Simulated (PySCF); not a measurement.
Compound: BFH5N.
InChI=1S/BFH5N/c2-1-3/h1H2,3H3

Theory: PBE0-D3(BJ)/def2-SVP geometry optimisation, gas phase in PySCF 2.14.0.

Take the most abundant isotopes and a rigid rotor. 

(1) Give the principal moments of inertia and the rotational constants in MHz.

(2) What kind of rotor is it?

(3) What does the inertial defect say?

(4) Give the other two planar moments, Paa and Pbb, and the rms extents of the mass along the axes.

(5) Where do the levels up to J = 2 lie, in cm⁻¹?

(6) Which types of transition are allowed, and where do some lines up to J = 4 fall?

(7) Estimate the classical rotational partition function at 10 K, 100 K and 500 K.

## Answers

(1) Ia = 15.93, Ib = 58.21, Ic = 67.04 u·Å²; 505379 MHz·u·Å²/I gives A = 31734, B = 8683, C = 7538 MHz.

(2) A near-prolate asymmetric top. Ray's parameter κ = (2B − A − C)/(A − C) = -0.905; −1 is the prolate and +1 the oblate limit.

(3) Not planar: Δ = Ic − Ia − Ib = -7.09 u·Å². For a rigid frame Δ = −2 Σ m c², so Σ m c² = 3.54 u·Å² lies off the ab plane, practically all of it from hydrogen. The atom farthest from that plane is 1.04 Å away.

(4) Paa = Σ m a² = (Ib + Ic − Ia)/2 = 54.66 and Pbb = Σ m b² = (Ia + Ic − Ib)/2 = 12.38 u·Å². With the mass M = 49.05 u, the rms extents √(P/M) along a, b and c are 1.06, 0.50, 0.27 Å.

(5) Above 0(0,0):
J = 1: 1(0,1) 0.5411, 1(1,1) 1.3100, 1(1,0) 1.3482
J = 2: 2(0,2) 1.6218, 2(1,2) 2.3540, 2(1,1) 2.4685, 2(2,1) 4.7753, 2(2,0) 4.7766

(6) The dipole components are |μa| = 5.39 D, |μb| = 2.35 D, |μc| = 0.00 D; the mirror of this Cs structure is the ab plane, so μc vanishes by symmetry and there are no c-type lines. The squared components, which scale the intensities, stand as 1.00 : 0.19 (a : b). Some lines, for components of 0.1 D or more:

```csv
type,branch,"J(Ka,Kc)",MHz,lower level (cm⁻¹)
b,R,"2(0,2) ← 1(1,1)",9348,1.310
a,Q,"4(1,3) ← 4(1,4)",11436,6.004
b,Q,"1(1,0) ← 1(0,1)",24196,0.541
b,Q,"3(1,2) ← 3(0,3)",27238,3.240
b,Q,"4(1,3) ← 4(0,4)",29853,5.390
a,R,"2(1,2) ← 1(1,1)",31298,1.310
a,R,"2(0,2) ← 1(0,1)",32400,0.541
b,R,"1(1,1) ← 0(0,0)",39273,0.000
b,R,"4(0,4) ← 3(1,3)",44098,3.919
a,R,"3(1,3) ← 2(1,2)",46921,2.354
a,R,"3(2,2) ← 2(2,1)",48663,4.775
a,R,"3(2,1) ← 2(2,0)",48829,4.777
a,R,"4(0,4) ← 3(0,3)",64471,3.240
a,R,"4(2,3) ← 3(2,2)",64851,6.398
a,R,"4(3,1) ← 3(3,0)",64970,10.339
b,Q,"3(2,1) ← 3(1,2)",67673,4.148
b,Q,"2(2,0) ← 2(1,1)",69197,2.468
b,Q,"3(2,2) ← 3(1,3)",74330,3.919
b,Q,"4(2,3) ← 4(1,4)",76667,6.004
b,R,"2(2,1) ← 1(1,0)",102741,1.348
b,R,"2(2,0) ← 1(1,1)",103927,1.310
b,Q,"3(3,0) ← 3(2,1)",117939,6.405
b,R,"3(2,1) ← 2(1,2)",121458,2.354
b,R,"4(2,3) ← 3(1,2)",132317,4.148
b,R,"4(3,1) ← 3(2,2)",183116,6.398
b,R,"4(4,0) ← 3(3,1)",230258,10.339
```

(7) Point group Cs, symmetry number σ = 1; q = (√π/σ)·√((kT/h)³/(ABC)), k/h = 20836.6 MHz/K: 117 at 10 K, 3700 at 100 K, 41400 at 500 K.

Not checked by PBE0-D3(BJ)/def2-SVP frequencies. No vibrational averaging or centrifugal distortion is included, and the geometry carries the error of its method. A rigid rotor knows nothing of internal rotation, which can split or shift real lines. Quadrupole hyperfine structure (11B, 14N) is left out.

Time: 21 s wall; peak memory 0.30 GiB. Hardware: an Arm Neoverse N1 with one thread (shared host). That covers the optimisation of the geometry.
